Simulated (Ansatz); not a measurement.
System: C2H2, charge 1, doublet. C2H2+ (parent SMILES C#C, doublet).
B3LYP-D3(BJ)/def2-TZVP minimum from Ansatz (a first-principles code):
```xyz
4

C      0.0000     0.0000    -0.6217
C      0.0000     0.0000     0.6217
H      0.0000     0.0000     1.7012
H      0.0000     0.0000    -1.7012
```
Charge +1, spin multiplicity 2.

Total energies in aug-cc-pVDZ, 9 correlated electrons, 2 frozen orbitals. Open shells are spin-unrestricted; no spin-orbit coupling. Cores are frozen in correlated methods. No relativity.

| method | program | energy (Eh) | minus CCSDT(Q) (mEh) |
|---|---|---|---|
| HF | Ansatz | -76.46953 | 242.74 |
| MP2 | Ansatz | -76.67591 | 36.36 |
| CCSD | Ansatz | -76.70259 | 9.68 |
| CCSD(T) | Ansatz | -76.71074 | 1.53 |
| CCSDT(Q) | Ansatz | -76.71227 | 0.00 |

Rough core times of Ansatz's runs on a shared machine: CCSD(T) under 20 s, CCSDT(Q) 3 min.
